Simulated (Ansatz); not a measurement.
A made-up structure of CHOSi (charge -1), closed shell:

```
4
angstrom
O -0.7711 0.5085 -0.4783
C 0.0395 -0.3596 0.1786
Si 0.9851 -1.4432 0.9777
H 2.0407 -1.6667 1.9009
```

It is relaxed with PBE-D4/def2-SVPD and then PBE0-D4/def2-TZVPD (Ansatz 0.2.0). Atoms count as bonded within 1.22 times the sum of their covalent radii (H–H: 0.88 Å). The end point is not checked to be a true minimum.

Task: Does its bonding change? (A judgement: the text doesn't fix the answer.)

Result: Computed: No: no bond forms or breaks.

Where it ends: The first stage lowers the energy by 1.89 eV in 9 steps. It ends as CHOSi ([O][C][SiH]), total charge -1:
O1  (-0.426, 0.505, -0.182)
C2  (0.121, -0.443, 0.259)
Si3  (0.841, -1.956, 0.825)
H4  (1.759, -1.067, 1.677)
(Å)

Labels in which every atom is bracketed show which atoms are joined, not bond orders.

For scale, one of the runs: PBE0-D4/def2-TZVPD relaxation, 129 basis functions, launched by `ansatz run in.yaml --threads 2 --pin off --events-out ev --progress --plain --max-ram 4352MiB`. Hardware: 2 CPU threads of an Arm Neoverse V2, shared host. Wall time about 12 s.
